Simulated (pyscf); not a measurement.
Optimised with ωB97X-D3(BJ)/def2-SVP in PySCF.

HO–Si(OH)(OH)–F + ammonia (NH₃) → water (H₂O) + H₂N–Si(OH)(OH)–F
Surface: singlet. Broken: O–Si, H–N. Formed: H–O, N–Si. Give ΔE‡ and ΔE from ωB97M-D3(BJ)/def2-TZVP, relative to the separated reactants.

ΔE‡ = 1.25 eV, ΔE = +0.46 eV. Zero-point energy shifts the barrier by +0.09 eV. It is a four-centre exchange, with an imaginary mode of 496i cm⁻¹. On the reactant side the descent ends in an adduct with a N–Si contact, 0.37 eV under the separated species and 1.60 eV under the saddle at ωB97X-D3(BJ)/def2-TZVP. On the product side the descent ends in a bound adduct (not fully relaxed), 0.42 eV under the separated species and 1.21 eV under the saddle at ωB97X-D3(BJ)/def2-TZVP. What is counted as formed (N–Si) is already present as a longer contact in the reactant adduct; forming that adduct is a step of its own. This is the saddle that the search found; another between the same sides may lie lower.
